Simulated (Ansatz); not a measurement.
**BH₂+ (triplet): wave-function methods side by side at angle H2–B1–H3 = 68.5°, aug-cc-pVTZ**

Aim: climb from Hartree-Fock through coupled cluster and multireference methods for BH₂+ (triplet) at one geometry and basis, and see what each rung misses.

The runs use Ansatz 0.2.0, Gaussian basis; aug-cc-pVTZ, core rule «outside noble gas», up to 1 orbitals frozen.

The runs, in order: UHF; CCSD(T) on ROHF; CCSD(T) on UHF; BCCD(T) on ROHF; CCSDT(Q) on ROHF; CCSDT(Q) on UHF; CASSCF and NEVPT2, 4 electrons in 6 orbitals; Full CI.

12 further runs of the same task are left out: 2 for a known fault of the program, 7 that didn't finish, 3 set aside as unsound or not needed.

## 1. The system

The geometry derives from a PBE0/def2-TZVP stationary point (not a proven minimum). One angle is set to the value named; bond lengths are kept.

3 atoms, charge 1, spin multiplicity 3.

Atoms are counted from 1 here; the program's logs count them from 0.

Bond lengths: B1–H2 1.291 Å, B1–H3 1.291 Å. Angles: H2–B1–H3 68.5°.

Coordinates:

```
B     0.0000    0.0000   -0.1677
H     0.0000    0.7265    0.8993
H     0.0000   -0.7265    0.8993
```

## 2. UHF

in.yaml

```yaml
crystal:
  periodic: [false, false, false]
  atoms:
    - {symbol: B, position_ang: [0.000000, 0.000000, -0.167695]}
    - {symbol: H, position_ang: [0.000000, 0.726514, 0.899334]}
    - {symbol: H, position_ang: [0.000000, -0.726514, 0.899334]}
basis:
  gaussian: {orbitals: aug-cc-pVTZ}
total_charge: 1
magnetization: {spin_polarized: true, initial_magnetization: 2}
hamiltonian: {xc: hf}
output: {orbitals: {seedname: orbitals}}
```

Launch:

```
$ ansatz run in.yaml --threads 1 --pin off --events-out ev --progress --plain --max-ram 2393MiB
```

Further steps of the session: CCSD(T) on ROHF; CCSD(T) on UHF; BCCD(T) on ROHF; CCSDT(Q) on ROHF; CCSDT(Q) on UHF; CASSCF and NEVPT2, 4 electrons in 6 orbitals; Full CI.

Before running them: what should the planned runs give, taken together? Wanted: FCI below the RHF energy; RMP2 from FCI; UMP2 from FCI; RCCSD from FCI; RCCSD(T) from FCI; UCCSD(T) from FCI; RCCSDT(Q) from FCI; UCCSDT(Q) from FCI; NEVPT2 valence from FCI.

The runs gave:

```
                         quantity                                                              value
         FCI below the RHF energy                                                         -2.0424 eV
                    RMP2 from FCI                                                    +10.52 kcal/mol
                    UMP2 from FCI                                                    +10.74 kcal/mol
                   RCCSD from FCI                                                     +1.26 kcal/mol
                RCCSD(T) from FCI                                                     +0.27 kcal/mol
                UCCSD(T) from FCI                                                     +0.26 kcal/mol
               RCCSDT(Q) from FCI                                                      0.00 kcal/mol
               UCCSDT(Q) from FCI                                                     -0.01 kcal/mol
          NEVPT2 valence from FCI                                                     +5.96 kcal/mol
levels within 1 kcal/mol (43 meV)  RCCSD(T), UCCSD(T), BCCD(T), RCCSDT, UCCSDT, RCCSDT(Q), UCCSDT(Q)
                    T1 diagnostic                                                              0.022
   effectively unpaired electrons                                                               2.01
```

What this shows: RCCSD(T) lands +0.27 kcal/mol from the yardstick (0.6 % of the correlation energy). One determinant dominates. These misses are within one basis, not against nature; the frozen cores of restricted and unrestricted runs differ, which can shift their rows.
